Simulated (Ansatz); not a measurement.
**Nickel, fcc under r²SCAN: how the cold (Marzari-Vanderbilt) smearing moves the result**

Aim: find which cold (Marzari-Vanderbilt) smearing width is enough for energy and pressure. The geometry was relaxed under r²SCAN beforehand and stays fixed; 7 values are run, from 0.01 to 1.0 eV. Wanted are the values from which on the energy stays within 10 and 1 meV/atom, and the pressure within 0.5 GPa, of the narrowest run. Within the series other settings stay, but some runs also write fields, which adds to their time. Spin polarisation is left out.

Program: Ansatz 0.2.0. Level of theory: DFT r²SCAN, plane waves with PAW, scalar-relativistic. These are calculated values, not measurements.

**1. The starting structure**

Symmetry: Fm-3m, No. 225, cubic system. Conventional cell: a = 3.466 Å, b = 3.466 Å, c = 3.466 Å, α = 90.00°, β = 90.00°, γ = 90.00°. Ni (site symmetry m-3m) is surrounded by 12 Ni at 2.45 Å.

Coordinates:

```cif
data_structure
_symmetry_space_group_name_H-M 'Fm-3m'
_symmetry_Int_Tables_number 225
_cell_length_a 3.4661
_cell_length_b 3.4661
_cell_length_c 3.4661
_cell_angle_alpha 90.000
_cell_angle_beta 90.000
_cell_angle_gamma 90.000
_cell_volume 41.64
loop_
_atom_site_label
_atom_site_type_symbol
_atom_site_symmetry_multiplicity
_atom_site_Wyckoff_symbol
_atom_site_fract_x
_atom_site_fract_y
_atom_site_fract_z
_atom_site_occupancy
Ni1 Ni 4 a 0.00000 0.00000 0.00000 1
```

**2. With a width of 0.01 eV**

The run at 0.01 eV.

input.yaml reads:

```yaml
crystal:
  lattice:
    - [0.0, 1.7330608651, 1.7330608651]
    - [1.7330608651, 0.0, 1.7330608651]
    - [1.7330608651, 1.7330608651, 0.0]
  atoms:
    - { symbol: Ni, position: [0.0, 0.0, 0.0] }
hamiltonian:
  xc: r2scan
  pseudopotentials:
    kind: paw
    azcp:
      Ni: "pseudopotentials/Ni.paw.azcp"
basis:
  ecutwfc: 500
  fft_grid_basis: typed
kpoints:
  mp_grid: { grid: [15, 15, 15], shift: [0, 0, 0] }
magnetization:
  spin_polarized: false
scf:
  occupations: { method: cold, width: 0.01 }
  lower_state_search: "off"
output:
  stress: true
```

On the command line:

```bash
$ ansatz run input.yaml --threads 2 --pin off --max-ram 5120MiB --backend cpu --events-out ev --progress --plain --runs-dir out
```

**3. With a width of 0.03 eV**

The run at 0.03 eV.

Edit input.yaml of step 2 so:

```diff
@@ -21,3 +21,3 @@
 scf:
-  occupations: { method: cold, width: 0.01 }
+  occupations: { method: cold, width: 0.03 }
   lower_state_search: "off"
@@ -25 +25,5 @@
   stress: true
+  write_density: true
+  write_potential: true
+  elf: true
+  volumetric_format: npy
```

**4. With a width of 0.1 eV**

The run at 0.1 eV.

Edit input.yaml of step 3 so:

```diff
@@ -21,3 +21,3 @@
 scf:
-  occupations: { method: cold, width: 0.03 }
+  occupations: { method: cold, width: 0.1 }
   lower_state_search: "off"
```

**5. With a width of 0.2 eV**

The run at 0.2 eV.

Edit input.yaml of step 4 so:

```diff
@@ -21,3 +21,3 @@
 scf:
-  occupations: { method: cold, width: 0.1 }
+  occupations: { method: cold, width: 0.2 }
   lower_state_search: "off"
@@ -25,5 +25 @@
   stress: true
-  write_density: true
-  write_potential: true
-  elf: true
-  volumetric_format: npy
```

**6. With a width of 0.3 eV**

The run at 0.3 eV.

Edit input.yaml of step 5 so:

```diff
@@ -21,3 +21,3 @@
 scf:
-  occupations: { method: cold, width: 0.2 }
+  occupations: { method: cold, width: 0.3 }
   lower_state_search: "off"
@@ -25 +25,5 @@
   stress: true
+  write_density: true
+  write_potential: true
+  elf: true
+  volumetric_format: npy
```

**7. With a width of 0.6 eV**

The run at 0.6 eV.

Edit input.yaml of step 6 so:

```diff
@@ -21,3 +21,3 @@
 scf:
-  occupations: { method: cold, width: 0.3 }
+  occupations: { method: cold, width: 0.6 }
   lower_state_search: "off"
@@ -25,5 +25 @@
   stress: true
-  write_density: true
-  write_potential: true
-  elf: true
-  volumetric_format: npy
```

**8. With a width of 1.0 eV**

The run at 1.0 eV.

Edit input.yaml of step 7 so:

```diff
@@ -21,3 +21,3 @@
 scf:
-  occupations: { method: cold, width: 0.6 }
+  occupations: { method: cold, width: 1.0 }
   lower_state_search: "off"
```

(Steps that only read results are left out.)

Before running it: what results should come out?

**Answer**, as computed:

```
                                           quantity                       value
       E(σ → 0) stays within 10 meV/atom of 0.01 eV                up to 0.6 eV
                   E(σ → 0) stays within 1 meV/atom                up to 0.1 eV
                      pressure stays within 0.5 GPa                up to 0.3 eV
                                pressure at 0.01 eV                   -0.76 GPa
energy of a separate run on a finer mesh (25×25×25)  -3.6 meV/atom from 0.01 eV
```

What this shows: The far end, 1.0 eV, lies -10.4 meV/atom and -3.4 GPa from the yardstick. Over the range F shifts by +50.9 meV/atom, while E(σ → 0) shifts by -10.4. This scheme cancels the term in the square of the width, so F moves little up to 0.2 eV. The mesh (15×15×15) is fixed, so the narrowest widths carry a k-point error of their own. The yardstick itself is unsettled by 3.6 meV/atom against the finer mesh, so the thresholds above hold only within this series, and wider smearing, which averages over more states, can land nearer the fine-mesh value than the narrowest does. The cell taken over is 5 % smaller than the measured one (10.94 Å³/atom, COD).

Real Ni is ferromagnetic; without spin these runs don't describe its ground state.
